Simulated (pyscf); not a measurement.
H₂As–In [singlet] + water (H₂O) → HO–InH–AsH₂, an insertion (singlet surface; H–O broken, In–O, H–In formed). Structures and frequencies: ωB97X-D3(BJ)/def2-SVP in PySCF. Correlated levels are frozen-core, on RHF or UHF. ΔMP2 is the change of the MP2 total energy from the triple- to the quadruple-zeta basis. Energies in kcal/mol from the separated reactants.

Small-basis levels: PySCF, no dispersion term, spherical d functions. AM1 to PM7: differences of heats of formation from MOPAC, which are fitted to 298 K values and so differ in kind from electronic energies by zero-point and thermal terms. Cost: rough CPU time at the saddle relative to B3LYP/6-31G*+LANL2DZ, from one job on a shared machine.

```tsv
level	barrier	reaction energy	cost
MP2/6-31G*+LANL2DZ	39.3	-15.8	0.2
SVWN5/6-31G*+LANL2DZ	21.1	-18.0	0.8
B3LYP/6-31G*+LANL2DZ	34.5	-15.4	1
M06-2X/6-31G*+LANL2DZ	40.3	-14.5	2
B3LYP/6-311+G**+LANL2DZ	35.6	-11.5	1
PM3	56.4	+8.6	under 0.02
PM6	47.5	+8.7	under 0.02
CCSD(T)/def2-TZVPP + ΔMP2(QZVPP)	42.0	-2.8	–
```

Against the last row the barrier runs from -20.9 (SVWN5/6-31G*+LANL2DZ) to +14.4 kcal/mol (PM3). CCSD(T)/def2-TZVPP + ΔMP2(QZVPP) has limits of its own. On the reactant side the descent ends in a bound adduct, 10.0 kcal/mol under the separated species and 52.8 kcal/mol under the saddle at ωB97X-D3(BJ)/def2-TZVP. One saddle was located; it need not be the lowest between these sides. The CCSD(T) − MP2 part came from Ansatz, without density fitting, on the same reference. The frozen core leaves the outer d or s,p core shells of the metals and heavy elements correlated in the MP2 and CC values, and def2-TZVPP describes them poorly, which can shift differences by a few kcal/mol. In the def2 sets elements up to Kr have no core potential. In the def2 sets elements past Kr carry core potentials, without spin-orbit coupling.
